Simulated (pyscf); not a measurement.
`[SiH3][SiH]([Cl])[Cl]` → `[SiH4]` + `[Cl][Si][Cl]` [singlet] (1,1-elimination; singlet surface; Si–Si, H–Si broken, H–Si formed). PySCF, gas phase, ωB97X-D3(BJ)/def2-SVP geometries. Correlated levels are frozen-core, on RHF or UHF. ΔMP2 is the change of the MP2 total energy from the triple- to the quadruple-zeta basis. Rate constants from transition-state theory at the high-pressure limit, CCSD(T)/def2-TZVPP + ΔMP2(QZVPP) energies (ideal gas, 1 atm, RRHO with modes under 100 cm⁻¹ raised to 100, one conformer, R ln 2 for chiral ones without a mode under 150 cm⁻¹; no tunnelling), k in s⁻¹.

| T (K) | 1000/T | log10 k |
|---|---|---|
| 298 | 3.354 | -24.69 |
| 600 | 1.667 | -5.84 |
| 900 | 1.111 | ? |
| 1200 | 0.833 | 3.51 |

Task: Fit an Arrhenius line to the three values, give the activation energy, and predict k at 900 K.

Result: Least squares gives log10 k = 12.82 − 11.19 × 1000/T, so Ea = 11.19 × ln 10 × 1.987 = 51.2 kcal/mol, against an electronic barrier of 52.2. At 900 K the line gives 0.39; the computed value is 0.39 (ΔG‡ = 53.1 kcal/mol), close to the line. This is the saddle that the search found; another between the same sides may lie lower. The CCSD(T) − MP2 part came from Ansatz, without density fitting, on the same reference.
